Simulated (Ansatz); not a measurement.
**C2HN: one structure at several levels**

How do the functionals fare away from a minimum? The structure is a structure displaced at random from a GFN2-xTB minimum.

Method: single points in def2-TZVPP; program: Ansatz 0.2.0, Gaussian basis.

Correlated methods freeze the cores.

### 1 Starting geometry

SMILES `C1=CN=1`, 4 atoms, charge 0, spin multiplicity 1.

Atoms are counted from 1 here; the program's logs count them from 0.

Bond lengths: C1–C2 1.412 Å, C1–N3 1.404 Å, C2–N3 1.310 Å, C2–H4 1.069 Å. Angles: C2–C1–N3 55.4°, C1–C2–N3 62.0°, C1–C2–H4 157.0°, N3–C2–H4 141.0°, C1–N3–C2 62.6°.

As a file:

```xyz
4
charge 0, multiplicity 1
C     0.9570    0.6678    0.0318
C    -0.2990    0.0300   -0.0674
N     0.7341   -0.6955    0.2816
H    -1.3460   -0.0560   -0.2647
```

### 2 CCSD(T)/def2-TZVPP

File run/in.yaml:

```yaml
crystal:
  periodic: [false, false, false]
  atoms:
    - {symbol: C, position_ang: [0.957000, 0.667800, 0.031800]}
    - {symbol: C, position_ang: [-0.299000, 0.030000, -0.067400]}
    - {symbol: N, position_ang: [0.734100, -0.695500, 0.281600]}
    - {symbol: H, position_ang: [-1.346000, -0.056000, -0.264700]}
basis:
  gaussian: {orbitals: def2-TZVPP}
correlation: {method: ccsd_t}
output: {forces: true}
```

The command line of these runs was not kept.

### 3 PBE0-D4/def2-TZVPP

Changes to run/in.yaml since step 2:

```diff
@@ -9,3 +9,3 @@
   gaussian: {orbitals: def2-TZVPP}
-correlation: {method: ccsd_t}
-output: {forces: true}
+hamiltonian: {xc: pbe0, dispersion: d4}
+output: {forces: true, orbitals: {seedname: orbitals}}
```

### 4 wB97M-V/def2-TZVPP

Changes to run/in.yaml since step 3:

```diff
@@ -9,3 +9,3 @@
   gaussian: {orbitals: def2-TZVPP}
-hamiltonian: {xc: pbe0, dispersion: d4}
-output: {forces: true, orbitals: {seedname: orbitals}}
+hamiltonian: {xc: {name: wB97M-V}}
+output: {forces: true}
```

### 5 r2SCAN-D4/def2-TZVPP

Changes to run/in.yaml since step 4:

```diff
@@ -9,3 +9,3 @@
   gaussian: {orbitals: def2-TZVPP}
-hamiltonian: {xc: {name: wB97M-V}}
+hamiltonian: {xc: r2scan, dispersion: d4}
 output: {forces: true}
```

### 6 PBE-D4/def2-TZVPP

Changes to run/in.yaml since step 5:

```diff
@@ -9,3 +9,3 @@
   gaussian: {orbitals: def2-TZVPP}
-hamiltonian: {xc: r2scan, dispersion: d4}
+hamiltonian: {xc: pbe, dispersion: d4}
 output: {forces: true}
```

### 7 LC-wPBE/def2-TZVPP

Changes to run/in.yaml since step 6:

```diff
@@ -9,3 +9,3 @@
   gaussian: {orbitals: def2-TZVPP}
-hamiltonian: {xc: pbe, dispersion: d4}
+hamiltonian: {xc: {name: LC-wPBE}}
 output: {forces: true}
```

### 8 r2SCANh-D4/def2-TZVPP

Changes to run/in.yaml since step 7:

```diff
@@ -9,3 +9,3 @@
   gaussian: {orbitals: def2-TZVPP}
-hamiltonian: {xc: {name: LC-wPBE}}
+hamiltonian: {xc: {name: r2SCANh}, dispersion: d4}
 output: {forces: true}
```

(Steps that only read results are left out.)

**Question.** What will these runs give? Wanted: energy less free atoms, CCSD(T)/def2-TZVPP; RMS force component; RMS force error; HOMO and LUMO, PBE0-D4; T1 diagnostic.

**Answer**, as computed:

| quantity | value |
| --- | --- |
| energy less free atoms, CCSD(T)/def2-TZVPP | -16.342 eV |
| RMS force component | 0.364 to 1.025 eV/Å over the methods |
| RMS force error | PBE0-D4 0.521, wB97M-V 0.489, r2SCAN-D4 0.297, PBE-D4 0.122, LC-wPBE 0.833, r2SCANh-D4 0.458 eV/Å |
| HOMO and LUMO, PBE0-D4 | -7.67 and -2.08 eV |
| T1 diagnostic | 0.012 |

In words: Against CCSD(T) the functionals' energies less atoms differ by -1.832 to -0.424 eV, PBE-D4 by -1.832 eV. A larger basis would deepen the CCSD(T) value, while the functionals are nearly converged already, so the order here is not reliable. The forces of PBE-D4 come nearest to CCSD(T), those of LC-wPBE are farthest. Frozen-core CCSD(T) forces in triple zeta carry basis errors of their own, and this is one geometry, so small gaps rank nothing.
